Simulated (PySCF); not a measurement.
These are B3LYP-D3(BJ)/def2-TZVP // PBE0-D4/def2-TZVP in PySCF values and carry that method's errors. All species are isolated molecules in the gas phase. B3LYP has the VWN-RPA correlation part, as in Gaussian. 

Reference species (SMILES): `[CH2]C` (neutral, multiplicity 2).

```
Property                         Result
-----------------------------  --------
highest occupied spin orbital  -5.61 eV
```

Changed species: `C[O]` (radical fragment; the reference has radical fragment).

### Question
Predict the effect on the highest occupied spin orbital.

### Answer
the highest occupied spin orbital falls by 1.87 eV, to -7.48 eV.
